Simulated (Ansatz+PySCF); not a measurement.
Results of a calculation; reference values are marked as such.
A run of PySCF 2.14.0 on triplet SiC at this shape:

| atom | x (Å) | y (Å) | z (Å) |
| --- | --- | --- | --- |
| C | 0.0000 | 0.0000 | 0.0000 |
| Si | 0.5890 | 0.7853 | 1.7002 |

Its results:

| Quantity | Value |
| --- | --- |
| Converged | yes |
| Reference energy | -322.71229 hartree |
| CCSD correlation energy | -0.10956 hartree |
| Triples correction | -0.00453 hartree |
| Total energy | -322.82638 hartree |
| Spin squared of the determinant | 2.005 |

(1) Which input gives this output? Name the method, the orbitals and the basis set, and write the input.

Answers

(1) UHF-CCSD(T) in STO-3G.

```python
from pyscf import gto, scf, cc

mol = gto.M(atom="""
C 0.000000 0.000000 0.000000
Si 0.588960 0.785290 1.700190
""", basis='sto-3g', charge=0, spin=2)
mf = scf.UHF(mol)
mf.kernel()
mycc = cc.CCSD(mf, frozen=6).run()
et = mycc.ccsd_t()
print(mf.e_tot, mycc.e_corr, et, mycc.e_tot + et)
```

This is not the lowest solution: another run reaches a determinant 1.74 eV lower. Caution: another reference gives a lower total.
